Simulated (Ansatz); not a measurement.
# CHAlN (sextet): wave-function methods side by side, cc-pVDZ

An exercise on one series of results from a longer session: the logs are not shown, and one member is left open.

Computed with Ansatz 0.2.0, Gaussian basis. Level: cc-pVDZ, core rule «outside noble gas», up to 7 orbitals frozen.

Plan: UHF; CCSD(T) on ROHF; CCSD(T) on UHF; BCCD(T) on ROHF; CISD; CCSDT(Q) on ROHF; CCSDT(Q) on UHF; CASSCF and MRCISD+Q, 13 electrons in 11 orbitals; CASSCF and NEVPT2, 13 electrons in 11 orbitals.

21 further runs of the same task are left out: 9 that didn't finish, 12 set aside as unsound or not needed.

### What is computed

The geometry is a PBE0/def2-TZVP stationary point (not a proven minimum) of the parent state, kept for this charge and spin.

4 atoms, charge 0, spin multiplicity 6.

Atoms are counted from 1 here; the program's logs count them from 0.

Bond lengths: Al1–N2 1.818 Å, Al1–H4 1.595 Å, N2–C3 1.194 Å. Angles: N2–Al1–H4 111.0°, Al1–N2–C3 170.0°.

As a file:

```xyz
4
charge 0, multiplicity 6
Al    0.0000   -0.1118    1.1214
N     0.0000    0.0980   -0.6847
C     0.0000    0.0277   -1.8769
H     0.0000    1.3013    1.8603
```

Set-up of the first run:

in.yaml

```yaml
crystal:
  periodic: [false, false, false]
  atoms:
    - {symbol: Al, position_ang: [0.000000, -0.111786, 1.121424]}
    - {symbol: N, position_ang: [0.000000, 0.097969, -0.684708]}
    - {symbol: C, position_ang: [0.000000, 0.027668, -1.876852]}
    - {symbol: H, position_ang: [0.000000, 1.301302, 1.860276]}
basis:
  gaussian: {orbitals: cc-pVDZ}
magnetization: {spin_polarized: true, initial_magnetization: 5}
hamiltonian: {xc: hf}
output: {orbitals: {seedname: orbitals}}
```

The run is started by

```sh
ansatz run in.yaml --threads 1 --pin off --events-out ev --progress --plain --max-ram 2393MiB
```

Steps of the session up to this table: UHF; CCSD(T) on ROHF; CCSD(T) on UHF; BCCD(T) on ROHF; CISD; CCSDT(Q) on ROHF; CCSDT(Q) on UHF; CASSCF and MRCISD+Q, 13 electrons in 11 orbitals; CASSCF and NEVPT2, 13 electrons in 11 orbitals.

One of the session's tables, all rows but one given; the rest of the session is left out.

| method | from RCCSDT(Q) (meV) |
| --- | --- |
| ROHF | ? |
| UHF | +7282.9 |
| RMP2 | +1367.9 |
| UMP2 | +1347.7 |
| CISD | +939.0 |
| RCCSD | +373.0 |
| UCCSD | +365.3 |
| RCCSD(T) | +146.7 |
| UCCSD(T) | +143.8 |
| BCCD(T) | +135.5 |
| RCCSDT | +33.4 |
| UCCSDT | +31.5 |
| RCCSDT(Q) | 0 |
| UCCSDT(Q) | -4.0 |
| CASSCF frontier | +6206.5 |
| NEVPT2 frontier | +1523.5 |
| MRCISD frontier | +642.8 |
| MRCISD+Q frontier | +175.7 |

Q: Estimate the row for ROHF from the others.

The run gave: from RCCSDT(Q) (meV): +7529.4. In the column «from RCCSDT(Q) (meV)» it is the highest.

Caveats from the session: Restricted and unrestricted rows rest on different reference determinants; where their highest levels disagree by more than a few hundredths of an eV, they describe different states and don't form one ladder.
